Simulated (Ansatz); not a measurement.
System: body-centred tetragonal In. Method: PBE-D4 (Ansatz, a program for electronic structure, PAW).

Settings: plane-wave cutoff 520 eV, 24×24×24 k mesh, Fermi–Dirac smearing 0.05 eV, scalar-relativistic PAW data made under PBE.

A third-order Birch–Murnaghan fit to the energies gives V0 = 26.066 Å³/atom, B0 = 41.9 GPa, B′ = 5.2.

| V (Å³/atom) | P (GPa) |
|---|---|
| 25.030 | 1.886 |
| 25.552 | … |
| 26.073 | -0.011 |
| 26.594 | -0.799 |
| 27.116 | … |

### Question
Estimate the withheld pressures from this fit; the answers are the runs' own values.

### Answer

- 25.552, P (GPa): 0.880
- 27.116, P (GPa): -1.494

The formula P = (3/2) B0 (x^(7/3) − x^(5/3)) [1 + (3/4)(B′ − 4)(x^(2/3) − 1)] with x = V0/V meets the computed pressures within 0.01 GPa when these rounded values are put in.

Shape and atoms are relaxed at each volume.

Measured, for comparison: bulk modulus 44.7 GPa (copied from a table, unchecked, extrapolated to 0 K and zero-point effects removed; as tabulated in Lejaeghere et al. (2013), arXiv:1204.2733). Computed (rounded) less measured: bulk modulus not scored (unchecked).

Note: the bulk modulus comes from volumes at which shape and atoms were relaxed.

Spin–orbit coupling is not included.

Static lattice: no zero-point or thermal effects.

The result took about 4 core-minutes (a rough figure).
